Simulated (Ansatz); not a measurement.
Zinc-blende ZnSe was calculated with HSE06 (plane waves, PAW; Ansatz, a quantum-chemistry and plane-wave program).

The same calculation (at the measured cell, 22.761 Å³/atom) with different numerical settings:

| run | k mesh | gap on the mesh (eV) | total energy (eV/atom) |
|---|---|---|---|
| 1 | 4×4×4 | 2.438 | -4395.5656 |
| 2 | 6×6×6 | 2.416 | -4395.5905 |
| 3 | 8×8×8 | 2.413 | -4395.5922 |
| 4 | 10×10×10 | 2.412 | -4395.5924 |
| 5 | 12×12×12 | 2.412 | -4395.5924 |

In the column total energy (eV/atom) the first row differs from the last by +0.0268 and the next to last by 0.0000.

The last row is no converged limit: other settings stay fixed.

Spin–orbit coupling is not included.
